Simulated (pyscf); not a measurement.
This saddle point was located with ωB97X-D3(BJ)/def2-SVP in PySCF.

```xyz
11

Ge    -1.7555    -1.2218     0.1518
H     -1.0097     0.0018     1.1490
H     -0.4893    -1.9888    -0.3636
H     -1.6525     0.2422    -0.7822
H     -2.7562    -2.4278     0.3144
C     -0.7103     1.3852    -0.6079
C     -0.2724     1.2160     0.7213
H     -0.0230     1.1631    -1.4315
H     -1.4590     2.1536    -0.8306
H      0.7498     0.8688     0.9077
H     -0.6870     1.8596     1.5053
```

Surface: singlet, charge 0. Lowest wavenumbers (cm⁻¹): 1627i, 157, 178, 345, 395.

Problem. What reaction is this the transition state of?

Solution. `[GeH4]` + `[CH2]=[CH2]` ⇌ `[GeH2]` [singlet] + `[CH3][CH3]`, a concerted two-bond exchange read from left to right: Ge–H, Ge–H broken and C–H, C–H formed. At CCSD(T)/def2-TZVPP + ΔMP2(QZVPP) it lies +213.9 kJ/mol from the left side and +187.7 kJ/mol from the right (each side as separated species at their lowest minima found). On the product side the descent ends in a complex (not fully relaxed), 21.4 kJ/mol under the separated species and 217.5 kJ/mol under the saddle at ωB97X-D3(BJ)/def2-TZVP. This is the saddle that the search found; another between the same sides may lie lower. The CCSD(T) − MP2 part came from Ansatz, without density fitting, on the same reference. The frozen core leaves the outer d or s,p core shells of the metals and heavy elements correlated in the MP2 and CC values, and def2-TZVPP describes them poorly, which can shift differences by a few kcal/mol. Elements up to Kr have no core potential and no relativistic terms here.
